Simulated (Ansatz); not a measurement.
Which is lower?

Two relaxed structures of CH4NS (charge +1), closed shell (PBE0-D4/def2-TZVP; forces vanish, vibrations not checked).

A:

```xyz
7
angstrom
N -0.4626 0.4561 -0.6419
C -0.1060 -0.2511 0.3014
S 1.6530 -0.8613 0.2164
H -1.4413 0.7497 -0.6121
H 2.0198 -0.0234 -0.7825
H -0.6210 -0.6518 1.1765
H 2.1718 -0.0956 1.2065
```

B:

```
7
angstrom
N -0.7375 0.5950 -0.6239
C 0.1407 -0.1399 0.3483
S 1.5295 -0.7319 -0.0911
H -1.6500 0.1350 -0.7226
H -0.2780 0.6195 -1.5407
H -0.3282 -0.1804 1.3305
H -0.9107 1.5584 -0.3142
```

Computed with Ansatz 0.2.0 (basis: def2-TZVPP); correlated methods freeze the cores. B3LYP uses VWN-RPA correlation.

Problem. Which structure is lower at CCSD(T), and by how much? (Judge from chemistry; the value comes from the calculation.)

Solution. By the calculation: B, by 1.044 eV (electronic energy, against the other). By their contacts, A is CH₄NS ([NH][CH][SH2]), total charge +1 and B is CH₄NS ([NH3][CH][S]), total charge +1.

All methods give the same order:

| method | E(B) − E(A) (eV) |
| --- | --- |
| PBE-D4 | -0.914 |
| r2SCAN-D4 | -0.917 |
| PBE0-D4 | -0.965 |
| B3LYP-D4 | -0.924 |
| wB97M-V | -0.982 |
| HF | -0.894 |
| MP2 | -1.117 |
| CCSD | -1.029 |
| CCSD(T) | -1.044 |

No T1 diagnostic of these runs exceeds 0.014. The restricted Hartree–Fock reference is unstable towards an unrestricted one at one or more of these structures.

Labels in which every atom is bracketed show which atoms are joined, not bond orders.

For scale, one of the runs: CCSD(T)/def2-TZVPP, 160 basis functions, launched by `ansatz run in.yaml --threads 2 --pin off --events-out ev --progress --plain --max-ram 4352MiB`. Hardware: 2 CPU threads of an Arm Neoverse V1, shared host. Wall time 16 s; peak host memory 1.1 GiB.
